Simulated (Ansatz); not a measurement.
`C=C=CCC` + H₂O → `C=C=CCO` + CH₄ at 400 K and 1 bar (formal hydrolysis of a C–C bond).

Isolated molecules relaxed with PBE0-D4/def2-TZVP in Ansatz; ΔE leaves out vibrations. CBS: MP2 limit from def2 TZ/QZ plus the TZ coupled-cluster correction, frozen cores. This one scheme is used for every species. Each species was taken in one conformer, which may not be the lowest.

```
  species  CCSD(T)/CBS energy (Eh)  H − E (kJ/mol)  S (J/(mol·K))
`C=C=CCC`               -195.01849           326.4          354.4
      H₂O                -76.37941            69.8          198.6
`C=C=CCO`               -230.92015           264.0          345.8
      CH₄                -40.46206           131.3          197.2
```

H − E and S are ideal-gas, rigid-rotor, harmonic terms from PBE0-D4/def2-TZVP, for one conformer and one mirror image of each species. 1 Eh = 2625.50 kJ/mol, R = 8.31446 J/(mol·K).

Q: By hand: ΔE, ΔH, ΔS and ΔG.

A: ΔE = (-230.92015) + (-40.46206) − (-195.01849) − (-76.37941) = 0.01569 Eh = 41.2 kJ/mol. Δ(H − E) = 264.0 + 131.3 − 326.4 − 69.8 = -0.9, so ΔH = 40.3 kJ/mol. ΔS = 345.8 + 197.2 − 354.4 − 198.6 = -10.0 J/(mol·K). ΔG = 40.3 − 400 × (-10.0)/1000 = 44.3 kJ/mol.

Q: By hand: the equilibrium constant, and the temperature at which ΔG would vanish if ΔH and ΔS stayed fixed.

A: log₁₀ K = −ΔG/(RT ln 10) = -5.8. ΔH and −TΔS have one sign here, so there is no such temperature.

The number of gas molecules stays the same, so ΔS is small and ΔH decides. A doubt of 5 kJ/mol in ΔE shifts log₁₀ K by 0.7 here. Other conformers and mirror images would add mixing entropy, several J/(mol·K) or more a flexible species. These are equilibria of isolated gas molecules and say nothing of rates. Largest T1 diagnostic: 0.012 (customary marks: 0.02 for closed shells, 0.045 for open ones).

ΔS is within the doubt of such terms, so its sign, and with it that verdict, could turn.
